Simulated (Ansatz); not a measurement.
A run of Ansatz (development build ahead of 0.2.0) on doublet C2H3 at this shape:

```csv
atom,x (Å),y (Å),z (Å)
C,-0.0191,-0.0155,-0.6165
C,0.0037,0.0045,0.7217
H,0.0193,0.7334,1.5278
H,-0.0184,-1.0166,-1.2001
H,-0.0338,0.8589,-1.2028
```

Its results:

```yaml
Converged: yes
Total_energy: -77.39395 hartree
Spin_squared_of_the_determinant: 1.017
```

**Question.** Which input gives this output? Name the method, the orbitals and the basis set, and write the input.

**Answer.** UHF in cc-pVDZ.

```yaml
crystal:
  periodic: [false, false, false]
  atoms:
    - { symbol: C, position_ang: [-0.01908, -0.0155, -0.6165] }
    - { symbol: C, position_ang: [0.00374, 0.00451, 0.72173] }
    - { symbol: H, position_ang: [0.0193, 0.73337, 1.52784] }
    - { symbol: H, position_ang: [-0.01835, -1.01662, -1.20006] }
    - { symbol: H, position_ang: [-0.03376, 0.85893, -1.20284] }
basis:
  gaussian: { orbitals: cc-pVDZ }
magnetization:
  spin_polarized: true
  initial_magnetization: 1
hamiltonian:
  xc: hf
```

Caution: the unrestricted determinant is spin contaminated.
